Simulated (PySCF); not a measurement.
Species: acrylonitrile, C3H3N.
Atom-mapped SMILES: `[CH2:1]=[CH:2][C:3]#[N:4]` (hydrogens: H5, H6 on C1; H7 on C2)

Geometry (PBE0-D3(BJ)/def2-TZVP, Å), atoms numbered from 1 in this order:
```xyz
7
C3H3N angstrom
C     -0.0946    0.9120   -0.5115
C      0.3635   -0.2859   -0.1626
C     -0.2116   -1.0534    0.8894
N     -0.6614   -1.6926    1.7355
H     -0.9383    1.3654   -0.0059
H      0.3697    1.4661   -1.3175
H      1.2089   -0.7389   -0.6700
```

Computed at PBE0/pcSseg-2 (PySCF, non-relativistic), with Q(14N) = 0.02044 b: N4, 14N (I = 1): χzz = -4.771 MHz, η = 0.012.

Task: Find the zero-field quadrupole resonance frequencies of 14N at N4.

Result: From ν± = (3/4)|χ|(1 ± η/3) and ν0 = |χ|η/2: ν+ 3.593 MHz, ν− 3.564 MHz, ν0 0.029 MHz (nitrile nitrogen).

In a crystal, neighbours and librations shift these lines. Isolated species at its PBE0-D3(BJ)/def2-TZVP geometry, gas phase.
